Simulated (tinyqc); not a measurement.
Worked calculation: geometry optimisation on the RHF/sto-3g surface (energies and gradients from PySCF), for HF, spin multiplicity 1. Computed by tinyqc, a small Python program that keeps every step (integrals from PySCF). Settings: charge = 0, multiplicity = 1, basis = sto-3g, optimiser = bfgs, first Hessian = 1.0, largest step = 0.1, iteration cap = 30. Command: `OMP_NUM_THREADS=1 python tinyqc.py 28299 28300 out.jsonl` (the two numbers bound the seeds that draw the settings). One thread of a shared host (Intel(R) Xeon(R) Processor @ 2.60GHz), about 0.2 s of CPU time with the checks.

## Step 1: energy and gradient

positions at the start (bohr):
```
,x,y,z
1F,0.000000,0.000000,0.000000
2H,0.000000,0.000000,1.797130
```

Self-consistent energy and analytic gradient at these positions.

energy = -98.57282133 hartree

gradient (hartree/bohr):
```
,x,y,z
1F,0.00000000,0.00000000,0.00619705
2H,0.00000000,0.00000000,-0.00619705
```

## Step 1: move

Quasi-Newton step p = -H^(-1) g (first H = 1 times the unit matrix); steps longer than 0.1 bohr are cut back.

positions after step 1 (bohr):
```
,x,y,z
1F,0.000000,0.000000,-0.006197
2H,0.000000,0.000000,1.803327
```

## Step 2: energy and gradient

As before.

energy = -98.57284168 hartree

gradient (hartree/bohr):
```
,x,y,z
1F,0.00000000,0.00000000,-0.00285511
2H,0.00000000,0.00000000,0.00285511
```

## Step 2: move

inverse Hessian in use (bohr^2/hartree), lower triangle:
```
,1,2,3,4,5,6
1,1.000000
2,0.000000,1.000000
3,0.000000,0.000000,0.842297
4,0.000000,0.000000,0.000000,1.000000
5,0.000000,0.000000,0.000000,0.000000,1.000000
6,0.000000,0.000000,0.157703,0.000000,0.000000,0.842297
```

Quasi-Newton step p = -H^(-1) g (the inverse Hessian comes from BFGS updates; coordinates in the order x, y, z of each atom); steps longer than 0.1 bohr are cut back.

positions after step 2 (bohr):
```
,x,y,z
1F,0.000000,0.000000,-0.004242
2H,0.000000,0.000000,1.801372
```

## Step 3: energy and gradient

As before.

energy = -98.57284735 hartree

gradient (hartree/bohr):
```
,x,y,z
1F,0.00000000,0.00000000,-0.00003746
2H,0.00000000,0.00000000,0.00003746
```

## Step 3: move

inverse Hessian in use (bohr^2/hartree), lower triangle:
```
,1,2,3,4,5,6
1,1.000000
2,0.000000,1.000000
3,0.000000,0.000000,0.846847
4,0.000000,0.000000,0.000000,1.000000
5,0.000000,0.000000,0.000000,0.000000,1.000000
6,0.000000,0.000000,0.153153,0.000000,0.000000,0.846847
```

As before.

positions after step 3 (bohr):
```
,x,y,z
1F,0.000000,0.000000,-0.004216
2H,0.000000,0.000000,1.801346
```

## Convergence

Stop when the largest gradient component is below 3e-5 hartree/bohr. The inverse Hessian follows the BFGS update with s = step, y = change of gradient.

Course of the optimisation:
```
step,E (hartree),largest gradient (hartree/bohr)
1,-98.57282133,6.20e-03
2,-98.57284168,2.86e-03
3,-98.57284735,3.75e-05
4,-98.57284735,2.31e-07
```

Final distances (angstrom):
```
pair,distance
2H-1F,0.955463
```

Converged in 4 steps.
